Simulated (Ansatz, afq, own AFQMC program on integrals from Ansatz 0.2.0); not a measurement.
Two steps: Ansatz 0.2.0 writes the Fock matrix and Cholesky factors of the valence space, and afq projects on them the lowest state that overlaps trial and start.

```yaml
crystal:
  periodic: [false, false, false]
  atoms:
    - {symbol: N, position_ang: [0.372621, 0.000000, 0.405813]}
    - {symbol: C, position_ang: [-0.461120, 0.000000, -0.379865]}
    - {symbol: H, position_ang: [0.316669, 0.000000, -1.112816]}
basis:
  gaussian: {orbitals: cc-pVDZ}
magnetization: {spin_polarized: false}
correlation: {method: ccsd_t, electrons: outside_noble_gas, hamiltonian_folder: ham}
```

```sh
$ ansatz run in.yaml --threads 1 --pin off --events-out ev --progress --plain --max-ram 1382MiB
```

afq runs on the folder ham with

```
--method phaseless --trial cisd --walkers 100 --populations 1 --least-time 40 --time-step 0.005 --steps-per-block 50 --equilibration-blocks 28 --max-blocks 300 --target-error 0.00038 --factor-cut 1e-05 --seed 2060 --release-times 0.24,0.51,0.99,1.62,2.4 --release-step 0.03 --release-every 4 --taylor-order 6
```

Times are imaginary, in 1/Eh. The walk had a cap of 512 s.

Output of the walk:

```
orbitals 31  electrons 5 5  factors 245 of 312
reference energy -92.80511948 Eh
CCSD correlation -0.29267538 Eh in 11 cycles, weight of the determinant in the CISD state 0.8738
energy of the start -93.097795 Eh
 block  time / (1/Eh)  mean weight  energy / Eh
     1     0.250  1.0021  -93.095073
     2     0.500  0.9987  -93.099845
     3     0.750  1.0008  -93.107573
     4     1.000  1.0000  -93.104834
     5     1.250  0.9990  -93.100024
     7     1.750  1.0004  -93.102826
     9     2.250  0.9991  -93.101700
    17     4.250  0.9994  -93.101200
    33     8.250  0.9996  -93.109977
    49    12.250  0.9966  -93.113196
    65    16.250  0.9993  -93.118841
    81    20.250  1.0012  -93.106143
    97    24.250  1.0001  -93.107935
   113    28.250  1.0002  -93.134018
   129    32.250  0.9992  -93.114478
   145    36.250  0.9994  -93.110255
   161    40.250  0.9984  -93.108320
   177    44.250  0.9998  -93.108767
   193    48.250  0.9980  -93.112660
   201    50.250  0.9994  -93.102519
   209    52.250  0.9965  -93.118552
   225    56.250  0.9981  -93.118013
   241    60.250  1.0001  -93.123113
   257    64.250  0.9998  -93.112739
   273    68.250  0.9993  -93.125147
   289    72.250  0.9987  -93.119377
   305    76.250  1.0002  -93.113299
   321    80.250  0.9996  -93.112101
blocks merged  error / Eh  count
     1  0.000388  300
     2  0.000471  150
     4  0.000597  75
     8  0.000616  37
    16  0.000653  18
    32  0.000834  9
released: time / (1/Eh)  energy / Eh  error  mean overlap
  0.24  -93.111479  0.000573  1.0023
  0.51  -93.111591  0.000471  1.0037
  0.99  -93.112140  0.000565  0.9908
  1.62  -93.112184  0.000580  0.9832
  2.40  -93.112453  0.000786  0.9773
energy -93.111618 +/- 0.000653 Eh
(rows thinned)
```

The run passed its tests (sampling time, drift between the halves within three errors, error under three times the target), which doesn't prove that it has relaxed. The second half of the sampling lies above the first by 2.0 errors of their difference, so the energy may still be moving and its error bar be too small.

Against this walk (error 17.8 meV) on the same determinant: CCSD(T) 33.6 meV higher (within the noise), CCSDT(Q) 14.2 meV lower (within the noise). The error is statistical and leaves out the bias of the constraint. Released to 2.40 1/Eh the energy moves by -23 ± 28 meV (both errors), within twice the noise.

Cautions: constraint bias not in the error; error above the target (17.8 against 10.3 meV); higher spins were not checked; raised T1 diagnostic (T1 0.030, weight of the determinant 0.87, largest double 0.09); the bias of populations of 100 walkers isn't removed.

The walk took 3.3 min on 1 thread of Intel(R) Xeon(R) Platinum 8488C (Sapphire Rapids), on a shared host. The log's last line is the phaseless energy.

CCSDT and higher add their correlation energy to the determinant of the CCSD(T) run, since their own runs factorise the integrals more tightly (a shift of under 2 meV). A walk keeps the symmetry of its determinant, which the program's search chose and which needn't be the lowest solution, so a lower state of the same spin and another symmetry isn't excluded.
